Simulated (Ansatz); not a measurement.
# H₂O (triplet): from Hartree-Fock to the top rungs at distance H1–H2 along a hydrogen transfer = 1.031 Å, 6-31G

Aim: climb from Hartree-Fock through coupled cluster and multireference methods for H₂O (triplet) at one geometry and basis, and see what each rung misses.

Computed with Ansatz 0.2.0, Gaussian basis. Level: 6-31G, core rule «outside noble gas», up to 1 orbitals frozen.

The runs, in order: UHF; CCSD(T) on ROHF; CCSD(T) on UHF; BCCD(T) on ROHF; CISD; CCSDT(Q) on ROHF; CCSDT(Q) on UHF; CISDTQ; CCSDTQ on ROHF; CCSDTQ on UHF; CASSCF and MRCISD+Q, 4 electrons in 4 orbitals; CASSCF and NEVPT2, 4 electrons in 4 orbitals; CASSCF and MRCISD+Q, 8 electrons in 6 orbitals; CASSCF and NEVPT2, 8 electrons in 6 orbitals; Full CI.

10 further runs of the same task are left out: 1 for a mislabelled method, 6 that didn't finish, 3 set aside as unsound or not needed.

### Step 1. The geometry

The geometry derives from fragments relaxed apart (PBE0/def2-TZVP) and kept rigid, so it is no stationary point. A hydrogen atom is moved between rigid fragments.

3 atoms, charge 0, spin multiplicity 3.

Atoms are counted from 1 here; the program's logs count them from 0.

Bond lengths: H2–O3 1.205 Å.

Coordinates:

| atom | x (Å) | y (Å) | z (Å) |
| --- | --- | --- | --- |
| H1 | 0.0000 | 0.0000 | -1.0890 |
| H2 | 0.0000 | 0.0000 | -0.0580 |
| O3 | 0.0000 | 0.0000 | 1.1470 |

### Step 2. UHF

in.yaml reads:

```yaml
crystal:
  periodic: [false, false, false]
  atoms:
    - {symbol: H, position_ang: [0.000000, 0.000000, -1.089000]}
    - {symbol: H, position_ang: [0.000000, 0.000000, -0.058000]}
    - {symbol: O, position_ang: [0.000000, 0.000000, 1.147000]}
basis:
  gaussian: {orbitals: 6-31G}
magnetization: {spin_polarized: true, initial_magnetization: 2}
hamiltonian: {xc: hf}
output: {orbitals: {seedname: orbitals}}
```

Started as:

```sh
$ ansatz run in.yaml --threads 1 --pin off --events-out ev --progress --plain --max-ram 2393MiB
```

The runs that follow: CCSD(T) on ROHF; CCSD(T) on UHF; BCCD(T) on ROHF; CISD; CCSDT(Q) on ROHF; CCSDT(Q) on UHF; CISDTQ; CCSDTQ on ROHF; CCSDTQ on UHF; CASSCF and MRCISD+Q, 4 electrons in 4 orbitals; CASSCF and NEVPT2, 4 electrons in 4 orbitals; CASSCF and MRCISD+Q, 8 electrons in 6 orbitals; CASSCF and NEVPT2, 8 electrons in 6 orbitals; Full CI.

Before running them: what should the planned runs give, taken together? Wanted: FCI below the RHF energy; RMP2 from FCI; UMP2 from FCI; RCCSD from FCI; RCCSD(T) from FCI; UCCSD(T) from FCI; RCCSDT(Q) from FCI; UCCSDT(Q) from FCI; NEVPT2 pair from FCI.

As calculated:

| quantity | value |
| --- | --- |
| FCI below the RHF energy | -3.3760 eV |
| RMP2 from FCI | +11.53 kcal/mol |
| UMP2 from FCI | +12.59 kcal/mol |
| RCCSD from FCI | +1.10 kcal/mol |
| RCCSD(T) from FCI | +0.30 kcal/mol |
| UCCSD(T) from FCI | +0.25 kcal/mol |
| RCCSDT(Q) from FCI | +0.01 kcal/mol |
| UCCSDT(Q) from FCI | 0.00 kcal/mol |
| NEVPT2 pair from FCI | +6.11 kcal/mol |
| MRCISD+Q pair from FCI | +0.85 kcal/mol |
| NEVPT2 valence from FCI | +9.91 kcal/mol |
| levels within 1 kcal/mol (43 meV) | UCCSD, RCCSD(T), UCCSD(T), BCCD(T), RCCSDT, UCCSDT, CISDTQ, RCCSDT(Q), UCCSDT(Q), RCCSDTQ, UCCSDTQ, MRCISD+Q pair, MRCISD+Q valence |
| T1 diagnostic | 0.037 |
| effectively unpaired electrons | 2.02 |

In words: RCCSD(T) lands +0.30 kcal/mol from the yardstick (0.4 % of the correlation energy). One determinant dominates. Of the multireference levels listed MRCISD+Q valence comes nearest in total energy (+0.79 kcal/mol), which doesn't show that its space is the better one. These misses are within one basis, not against nature; the frozen cores of restricted and unrestricted runs differ, which can shift their rows.
